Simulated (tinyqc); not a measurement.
Worked calculation (part 3 of 3): UHF in the sto-3g basis, for LiH+, spin multiplicity 2. Computed by tinyqc, a small Python program that keeps every step (integrals from PySCF). Command: `OMP_NUM_THREADS=1 python tinyqc.py 24777 24778 out.jsonl` (the two numbers bound the seeds that draw the settings). One thread of a shared host (Intel(R) Xeon(R) Processor @ 2.60GHz), about 0.1 s of CPU time with the checks.

Geometry (angstrom):
```
atom        x        y        z
Li    0.00000  0.00000  0.00000
H     0.00000  0.00000  1.61000
```

## Iteration 52 (converged): orbitals

converged F(alpha) (hartree), order 1Li 1s, 1Li 2s, 1Li 2px, 1Li 2py, 1Li 2pz, 2H 1s:
$$\begin{pmatrix}
-2.72745 & -0.72913 & 0.00000 & 0.00000 & -0.00136 & -0.20594 \\
-0.72913 & -0.46548 & 0.00000 & 0.00000 & -0.14844 & -0.42578 \\
0.00000 & 0.00000 & -0.10175 & 0.00000 & 0.00000 & 0.00000 \\
0.00000 & 0.00000 & 0.00000 & -0.10175 & 0.00000 & 0.00000 \\
-0.00136 & -0.14844 & 0.00000 & 0.00000 & -0.30028 & -0.50189 \\
-0.20594 & -0.42578 & 0.00000 & 0.00000 & -0.50189 & -0.78550
\end{pmatrix}$$

converged F(beta) (hartree), order 1Li 1s, 1Li 2s, 1Li 2px, 1Li 2py, 1Li 2pz, 2H 1s:
$$\begin{pmatrix}
-2.72100 & -0.72859 & 0.00000 & 0.00000 & -0.00141 & -0.20390 \\
-0.72859 & -0.37282 & 0.00000 & 0.00000 & -0.02225 & -0.19483 \\
0.00000 & 0.00000 & -0.09118 & 0.00000 & 0.00000 & 0.00000 \\
0.00000 & 0.00000 & 0.00000 & -0.09118 & 0.00000 & 0.00000 \\
-0.00141 & -0.02225 & 0.00000 & 0.00000 & -0.12505 & -0.17320 \\
-0.20390 & -0.19483 & 0.00000 & 0.00000 & -0.17320 & -0.09339
\end{pmatrix}$$

X, order 1Li 1s, 1Li 2s, 1Li 2px, 1Li 2py, 1Li 2pz, 2H 1s:
$$\begin{pmatrix}
1.02309 & -0.12895 & 0.00000 & 0.00000 & -0.00484 & 0.00734 \\
-0.12895 & 1.10956 & 0.00000 & 0.00000 & 0.11169 & -0.27591 \\
0.00000 & 0.00000 & 1.00000 & 0.00000 & 0.00000 & 0.00000 \\
0.00000 & 0.00000 & 0.00000 & 1.00000 & 0.00000 & 0.00000 \\
-0.00484 & 0.11169 & 0.00000 & 0.00000 & 1.14376 & -0.35600 \\
0.00734 & -0.27591 & 0.00000 & 0.00000 & -0.35600 & 1.22899
\end{pmatrix}$$

Diagonalise F' = X^T F X, C = X C', fill 2 alpha and 1 beta electrons from the bottom; D(s) = C_occ C_occ^T. Each column has its largest component positive (the first on a tie).

F' = X^T F X (alpha) (hartree):
$$\begin{pmatrix}
-2.67271 & -0.37022 & 0.00000 & 0.00000 & 0.01058 & -0.03099 \\
-0.37022 & -0.23309 & 0.00000 & 0.00000 & -0.00059 & -0.24353 \\
0.00000 & 0.00000 & -0.10175 & 0.00000 & 0.00000 & 0.00000 \\
0.00000 & 0.00000 & 0.00000 & -0.10175 & 0.00000 & 0.00000 \\
0.01058 & -0.00059 & 0.00000 & 0.00000 & -0.09349 & -0.33608 \\
-0.03099 & -0.24353 & 0.00000 & 0.00000 & -0.33608 & -0.56205
\end{pmatrix}$$

orbital energies (alpha) (hartree): MO1 -2.72971, MO2 -0.80771, MO3 -0.15186, MO4 -0.10175, MO5 -0.10175, MO6 0.12793

coefficients C (alpha), order 1Li 1s, 1Li 2s, 1Li 2px, 1Li 2py, 1Li 2pz, 2H 1s:
$$\begin{pmatrix}
0.99203 & -0.11248 & -0.23779 & 0.00000 & 0.00000 & -0.10052 \\
0.02998 & 0.16822 & 0.93417 & 0.00000 & 0.00000 & 0.65914 \\
0.00000 & 0.00000 & 0.00000 & 0.08428 & 0.99644 & 0.00000 \\
0.00000 & 0.00000 & 0.00000 & 0.99644 & -0.08428 & 0.00000 \\
0.00092 & 0.19300 & -0.43829 & 0.00000 & 0.00000 & 1.10366 \\
0.00401 & 0.82022 & -0.17274 & 0.00000 & 0.00000 & -1.00534
\end{pmatrix}$$

F' = X^T F X (beta) (hartree):
$$\begin{pmatrix}
-2.66479 & -0.37748 & 0.00000 & 0.00000 & 0.00113 & -0.05259 \\
-0.37748 & -0.19443 & 0.00000 & 0.00000 & 0.04793 & -0.15767 \\
0.00000 & 0.00000 & -0.09118 & 0.00000 & 0.00000 & 0.00000 \\
0.00000 & 0.00000 & 0.00000 & -0.09118 & 0.00000 & 0.00000 \\
0.00113 & 0.04793 & 0.00000 & 0.00000 & -0.02918 & -0.19987 \\
-0.05259 & -0.15767 & 0.00000 & 0.00000 & -0.19987 & 0.09317
\end{pmatrix}$$

orbital energies (beta) (hartree): MO1 -2.72320, MO2 -0.23013, MO3 -0.13527, MO4 -0.09118, MO5 -0.09118, MO6 0.29337

coefficients C (beta), order 1Li 1s, 1Li 2s, 1Li 2px, 1Li 2py, 1Li 2pz, 2H 1s:
$$\begin{pmatrix}
0.99222 & -0.21279 & 0.16577 & 0.00000 & 0.00000 & 0.07850 \\
0.03062 & 0.68430 & -0.67631 & 0.00000 & 0.00000 & -0.64013 \\
0.00000 & 0.00000 & 0.00000 & 0.66418 & 0.74757 & 0.00000 \\
0.00000 & 0.00000 & 0.00000 & 0.74757 & -0.66418 & 0.00000 \\
0.00112 & 0.33518 & 0.69476 & 0.00000 & 0.00000 & -0.92325 \\
-0.00067 & 0.36499 & 0.21053 & 0.00000 & 0.00000 & 1.23927
\end{pmatrix}$$

D(alpha) after iteration 52, order 1Li 1s, 1Li 2s, 1Li 2px, 1Li 2py, 1Li 2pz, 2H 1s:
$$\begin{pmatrix}
0.99678 & 0.01082 & 0.00000 & 0.00000 & -0.02080 & -0.08829 \\
0.01082 & 0.02920 & 0.00000 & 0.00000 & 0.03249 & 0.13810 \\
0.00000 & 0.00000 & 0.00000 & 0.00000 & 0.00000 & 0.00000 \\
0.00000 & 0.00000 & 0.00000 & 0.00000 & 0.00000 & 0.00000 \\
-0.02080 & 0.03249 & 0.00000 & 0.00000 & 0.03725 & 0.15831 \\
-0.08829 & 0.13810 & 0.00000 & 0.00000 & 0.15831 & 0.67278
\end{pmatrix}$$

D(beta) after iteration 52, order 1Li 1s, 1Li 2s, 1Li 2px, 1Li 2py, 1Li 2pz, 2H 1s:
$$\begin{pmatrix}
0.98451 & 0.03039 & 0.00000 & 0.00000 & 0.00111 & -0.00067 \\
0.03039 & 0.00094 & 0.00000 & 0.00000 & 0.00003 & -0.00002 \\
0.00000 & 0.00000 & 0.00000 & 0.00000 & 0.00000 & 0.00000 \\
0.00000 & 0.00000 & 0.00000 & 0.00000 & 0.00000 & 0.00000 \\
0.00111 & 0.00003 & 0.00000 & 0.00000 & 0.00000 & 0.00000 \\
-0.00067 & -0.00002 & 0.00000 & 0.00000 & 0.00000 & 0.00000
\end{pmatrix}$$

Within a degenerate level the vectors are fixed only up to a rotation; this is one choice.

## Convergence

Stop when the energy changes by less than 1e-08 hartree and every element of the error matrix X^T (F D S - S D F) X (for each spin) is below 3e-05.

Course of the cycle:
```
iteration  E (hartree)     change  largest element of the error matrix
1           -6.3072190          -                             9.97e-02
2           -6.6633451  -3.56e-01                             7.06e-02
3           -6.9294327  -2.66e-01                             4.87e-02
4           -7.1240556  -1.95e-01                             3.26e-02
5           -7.2657617  -1.42e-01                             2.20e-02
6           -7.3676639  -1.02e-01                             1.50e-02
7           -7.4403751  -7.27e-02                             1.03e-02
8           -7.4919571  -5.16e-02                             7.14e-03
9           -7.5283968  -3.64e-02                             4.95e-03
10          -7.5540660  -2.57e-02                             3.44e-03
11          -7.5721134  -1.80e-02                             2.40e-03
12          -7.5847852  -1.27e-02                             1.67e-03
13          -7.5936745  -8.89e-03                             1.17e-03
14          -7.5999063  -6.23e-03                             8.16e-04
...                ...        ...                                  ...
39          -7.6144751  -8.39e-07                             1.09e-07
40          -7.6144757  -5.87e-07                             7.63e-08
41          -7.6144761  -4.11e-07                             5.34e-08
42          -7.6144764  -2.88e-07                             3.74e-08
43          -7.6144766  -2.01e-07                             2.62e-08
44          -7.6144767  -1.41e-07                             1.83e-08
45          -7.6144768  -9.87e-08                             1.28e-08
46          -7.6144769  -6.91e-08                             8.98e-09
47          -7.6144769  -4.83e-08                             6.29e-09
48          -7.6144769  -3.38e-08                             4.40e-09
49          -7.6144770  -2.37e-08                             3.08e-09
50          -7.6144770  -1.66e-08                             2.16e-09
51          -7.6144770  -1.16e-08                             1.51e-09
52          -7.6144770  -8.13e-09                             1.06e-09
```

PySCF UHF in the same basis, after a stability check = -7.6144770 hartree

Converged in 52 iterations.

## Populations, bond orders and dipole

overlap S, order 1Li 1s, 1Li 2s, 1Li 2px, 1Li 2py, 1Li 2pz, 2H 1s:
$$\begin{pmatrix}
1.00000 & 0.24114 & 0.00000 & 0.00000 & 0.00000 & 0.06511 \\
0.24114 & 1.00000 & 0.00000 & 0.00000 & 0.00000 & 0.39277 \\
0.00000 & 0.00000 & 1.00000 & 0.00000 & 0.00000 & 0.00000 \\
0.00000 & 0.00000 & 0.00000 & 1.00000 & 0.00000 & 0.00000 \\
0.00000 & 0.00000 & 0.00000 & 0.00000 & 1.00000 & 0.51102 \\
0.06511 & 0.39277 & 0.00000 & 0.00000 & 0.51102 & 1.00000
\end{pmatrix}$$

Mulliken: Z minus the diagonal of D S on the atom; Loewdin: the same with S^(1/2) D S^(1/2); Mayer order: 2 sum_s sum (D(s) S)_ij (D(s) S)_ji over the two atoms.

Charges (e):
```
atom  Mulliken  Loewdin  Mulliken spin
1Li    0.80212  0.73369        0.19778
2H     0.19788  0.26631        0.80222
```

Mayer bond orders:
```
pair    order
2-1   0.31729
```

dipole moment about the origin, x y z (debye): [0.00000, 0.00000, 0.45146]

<S^2> of the determinant (pure state: 0.75) = 0.75000
